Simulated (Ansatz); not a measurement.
# CH7NSi (SMILES C[SiH2]N) at 6 levels

Wanted: a comparison of 6 runs (HF/STO-3G, HF/6-311G**, B3LYP/6-31G*, PBE0/def2-SVP, CCSD/def2-SVP) of CH7NSi. 

The calculation is run with Ansatz 0.2.0.

5 further runs of the same task are left out: 2 for a known fault of the program, 3 set aside as unsound or not needed.

## Step 1: The structure to begin with

CH7NSi: 10 atoms, total charge 0, spin state singlet. SMILES: `C[SiH2]N`. Geometry: relaxed at PBE0-D4/def2-TZVP. This is one conformer, not always the lowest.

Bond lengths: C1–Si2 1.871 Å, Si2–N3 1.720 Å, C1–H4 1.094 Å, C1–H5 1.093 Å, C1–H6 1.093 Å, Si2–H7 1.489 Å, Si2–H8 1.489 Å, N3–H9 1.007 Å, N3–H10 1.007 Å. Some angles: C1–Si2–N3 116.4°, C1–Si2–H7 108.4°, C1–Si2–H8 108.4°, N3–Si2–H7 106.9°, N3–Si2–H8 106.9°, Si2–C1–H4 110.5°, Si2–C1–H5 111.2°, Si2–C1–H6 111.2°, Si2–N3–H9 120.7°, Si2–N3–H10 120.7°.

## Step 2: Energy and gradient at HF/STO-3G (run 1)

Input file in.yaml:

```yaml
crystal:
  periodic: [false, false, false]
  atoms:
    - {symbol: C, position_ang: [-1.164000, 0.523700, -0.550500]}
    - {symbol: Si, position_ang: [0.201300, -0.665200, -0.076700]}
    - {symbol: "N", position_ang: [1.478100, -0.020900, 0.879700]}
    - {symbol: H, position_ang: [-1.921800, 0.016300, -1.155000]}
    - {symbol: H, position_ang: [-0.773200, 1.361000, -1.134500]}
    - {symbol: H, position_ang: [-1.657900, 0.930900, 0.335700]}
    - {symbol: H, position_ang: [0.818500, -1.192400, -1.324900]}
    - {symbol: H, position_ang: [-0.399200, -1.784200, 0.700500]}
    - {symbol: H, position_ang: [2.165200, 0.593000, 0.474400]}
    - {symbol: H, position_ang: [1.336200, 0.186700, 1.854400]}
basis:
  gaussian:
    orbitals: STO-3G
hamiltonian:
  xc: hf
accuracy: high
output:
  forces: true
  orbitals: {seedname: orbitals}
```

Launch:

```
$ ansatz run in.yaml --threads 1 --pin off --max-ram 2610MiB --events-out events.jsonl --progress --plain --runs-dir runs
```

The program printed (excerpt; [...] marks lines left out):

```text
Warning: RAYON_NUM_THREADS=1 ignored (pool sized by the plan → 1); use --threads N
Functional definition: HF
  name "HF"
[...]
518 factors; integrals over basis functions are off by at most 1.5e-8 eV
[...]
mean field -10363.29534438 eV, -380.8440794121 hartree, gradient 7.5e-9 eV, S^2 0.000000; 0 other end points of the search recorded, 0 dependent functions left out
[...]
reference -10363.29534438 eV, -380.8440794121 hartree; 17, 17 occupied and 9, 9 virtual orbitals, 518 factors
Total energy: -10363.29534438 eV, -380.8440794121 hartree
Atom 0 at    -1.164000     0.523700    -0.550500 Å, force    -0.033676     0.197164     0.042840 eV/Å
Atom 1 at     0.201300    -0.665200    -0.076700 Å, force    -0.049275    -2.002925    -0.615511 eV/Å
Atom 2 at     1.478100    -0.020900     0.879700 Å, force    -0.251457    -0.542061    -0.309915 eV/Å
Atom 3 at    -1.921800     0.016300    -1.155000 Å, force     0.365953     0.267853     0.298839 eV/Å
Atom 4 at    -0.773200     1.361000    -1.134500 Å, force    -0.260941    -0.333378     0.255185 eV/Å
Atom 5 at    -1.657900     0.930900     0.335700 Å, force     0.164740    -0.129049    -0.453401 eV/Å
Atom 6 at     0.818500    -1.192400    -1.324900 Å, force    -0.748702     0.617763     1.428175 eV/Å
Atom 7 at    -0.399200    -1.784200     0.700500 Å, force     0.661519     1.303260    -0.919097 eV/Å
Atom 8 at     2.165200     0.593000     0.474400 Å, force     0.234677     0.388466    -0.127717 eV/Å
Atom 9 at     1.336200     0.186700     1.854400 Å, force    -0.082838     0.232907     0.400602 eV/Å
Dipole moment:    -0.058849     0.185691     0.019288 e Å
```

Wall time 0.97 s (1 thread of Arm Neoverse N1, shared host); peak memory 0.26 GiB.

## Step 3: Energy and gradient at HF/6-311G(d,p) (run 2)

Input file run.yaml:

```yaml
basis:
  gaussian:
    orbitals: 6-311G_st__st_-spherical.json
crystal:
  periodic: [false, false, false]
  atoms:
    - symbol: C
      position_ang: [-1.164000, 0.523700, -0.550500]
    - symbol: Si
      position_ang: [0.201300, -0.665200, -0.076700]
    - symbol: "N"
      position_ang: [1.478100, -0.020900, 0.879700]
    - symbol: H
      position_ang: [-1.921800, 0.016300, -1.155000]
    - symbol: H
      position_ang: [-0.773200, 1.361000, -1.134500]
    - symbol: H
      position_ang: [-1.657900, 0.930900, 0.335700]
    - symbol: H
      position_ang: [0.818500, -1.192400, -1.324900]
    - symbol: H
      position_ang: [-0.399200, -1.784200, 0.700500]
    - symbol: H
      position_ang: [2.165200, 0.593000, 0.474400]
    - symbol: H
      position_ang: [1.336200, 0.186700, 1.854400]
hamiltonian:
  xc: hf
accuracy: high
output:
  forces: true
  orbitals: {seedname: orbitals}
```

The basis set 6-311G** is read from a file made from the Basis Set Exchange's data (not shown).

Launch:

```
$ ansatz run run.yaml --threads 1 --pin off --max-ram 2610MiB --events-out events.jsonl --progress --plain --runs-dir runs
```

The program printed (excerpt; [...] marks lines left out):

```text
Warning: RAYON_NUM_THREADS=1 ignored (pool sized by the plan → 1); use --threads N
[... 2 set-up lines as earlier in the session ...]
[...]
2125 factors; integrals over basis functions are off by at most 8.5e-9 eV
[...]
mean field -10487.01972064 eV, -385.3908663762 hartree, gradient 3.1e-8 eV, S^2 0.000000; 0 other end points of the search recorded, 0 dependent functions left out
[...]
reference -10487.01972064 eV, -385.3908663762 hartree; 17, 17 occupied and 87, 87 virtual orbitals, 2125 factors
Total energy: -10487.01972064 eV, -385.3908663762 hartree
Atom 0 at    -1.164000     0.523700    -0.550500 Å, force    -0.241829     0.230459    -0.073957 eV/Å
Atom 1 at     0.201300    -0.665200    -0.076700 Å, force     0.178250    -0.398862    -0.010293 eV/Å
Atom 2 at     1.478100    -0.020900     0.879700 Å, force     0.210719     0.478874     0.268409 eV/Å
Atom 3 at    -1.921800     0.016300    -1.155000 Å, force     0.143124     0.116513     0.120341 eV/Å
Atom 4 at    -0.773200     1.361000    -1.134500 Å, force    -0.105230    -0.136272     0.103579 eV/Å
Atom 5 at    -1.657900     0.930900     0.335700 Å, force     0.068252    -0.054022    -0.185350 eV/Å
Atom 6 at     0.818500    -1.192400    -1.324900 Å, force    -0.085583     0.053678     0.119538 eV/Å
Atom 7 at    -0.399200    -1.784200     0.700500 Å, force     0.043107     0.116237    -0.095086 eV/Å
Atom 8 at     2.165200     0.593000     0.474400 Å, force    -0.329882    -0.313321     0.250315 eV/Å
Atom 9 at     1.336200     0.186700     1.854400 Å, force     0.119073    -0.093283    -0.497495 eV/Å
Dipole moment:    -0.001660     0.309517     0.089851 e Å
```

Run time: 9 s. Hardware: 1 thread of Arm Neoverse N1, shared host; peak memory 0.29 GiB.

Runs 3 to 5 aren't shown in full; the table further down has their settings and results.

## Step 4: Energy and gradient at CCSD/def2-SVP (run 6)

Input file run.yaml:

```yaml
crystal:
  periodic: [false, false, false]
  atoms:
    - {symbol: C, position_ang: [-1.164000, 0.523700, -0.550500]}
    - {symbol: Si, position_ang: [0.201300, -0.665200, -0.076700]}
    - {symbol: N, position_ang: [1.478100, -0.020900, 0.879700]}
    - {symbol: H, position_ang: [-1.921800, 0.016300, -1.155000]}
    - {symbol: H, position_ang: [-0.773200, 1.361000, -1.134500]}
    - {symbol: H, position_ang: [-1.657900, 0.930900, 0.335700]}
    - {symbol: H, position_ang: [0.818500, -1.192400, -1.324900]}
    - {symbol: H, position_ang: [-0.399200, -1.784200, 0.700500]}
    - {symbol: H, position_ang: [2.165200, 0.593000, 0.474400]}
    - {symbol: H, position_ang: [1.336200, 0.186700, 1.854400]}
basis:
  gaussian: {orbitals: def2-SVP}
correlation: {method: ccsd, frozen_orbitals: {C: 1, H: 0, "N": 1, Si: 5}}
accuracy: high
scf: {omitted_lower_state_checks: [cluster_reference, increment]}
output: {forces: true, orbitals: {seedname: orbitals}}
```

Launch:

```
$ ansatz run run.yaml --threads 1 --pin off --max-ram 2610MiB --events-out events.jsonl --progress --plain --runs-dir runs
```

The program printed:

```text
Warning: RAYON_NUM_THREADS=1 ignored (pool sized by the plan → 1); use --threads N
[... 11 lines left out ...]
7 core orbitals not correlated: weight in the atoms' cores, before any rotation towards them, 1.000 or more for the frozen orbitals, at most 0.000 for the correlated occupied ones
[... 23 lines left out ...]
Total energy: -10494.41530079 eV, -385.6626489337 hartree
[... 10 lines left out ...]
Dipole moment:     0.029212     0.305595     0.107288 e Å
Checks for a lower state left out: cluster_reference, increment
```

Run time: 64 s. Hardware: 1 thread of Arm Neoverse N1, shared host; peak memory 0.59 GiB.

## Step 5: All runs side by side

| run | level | Cartesian functions | frozen core orbitals | energy (Eh) | dipole moment (D) | HOMO energy (eV) | LUMO energy (eV) | wall time |
| --- | --- | --- | --- | --- | --- | --- | --- | --- |
| 1 | HF/STO-3G | no | – | -380.844079 | 0.94 | -7.98 | 13.74 | 0.97 s |
| 2 | HF/6-311G** | no | – | -385.390866 | 1.55 | -10.56 | 3.76 | 9 s |
| 3 | B3LYP/6-31G* (spherical functions) | no | – | -386.586467 | 1.66 | -6.58 | 1.26 | 11 s |
| 4 | B3LYP/6-31G* (Cartesian functions) | yes | – | -386.590073 | 1.65 | -6.58 | 1.22 | 12 s |
| 5 | PBE0/def2-SVP | no | – | -386.185292 | 1.60 | -6.96 | 1.40 | 14 s |
| 6 | CCSD/def2-SVP | no | 7 | -385.662649 | 1.56 | -10.56 | 4.46 | 64 s |

## Step 6: Outcome

```
                                          quantity          value
                               run 6: total energy  -385.66265 Eh
         run 6: dipole moment (correlated density)         1.56 D
        run 6: HOMO energy (Hartree–Fock orbitals)      -10.56 eV
        run 6: LUMO energy (Hartree–Fock orbitals)        4.46 eV
      run 6: HOMO–LUMO gap (Hartree–Fock orbitals)       15.02 eV
run 6: correlation energy (7 core orbitals frozen)     -468.4 mEh
                              run 6: T1 diagnostic          0.009
                   run 6: largest force on an atom     0.424 eV/Å
```

In words: The dipole moment (its size) runs from 0.94 D (HF/STO-3G) to 1.66 D (B3LYP/6-31G*). The two ends differ in method and basis. Over runs 1, 2, 3, 4, 5 the HOMO–LUMO gap runs from 7.80 eV (B3LYP/6-31G*) to 21.73 eV (HF/STO-3G). Totals of different functionals can't be ranked against each other. In run 1 the basis is minimal, so the values are rough. All runs together took 1.8 min, the longest 64 s.
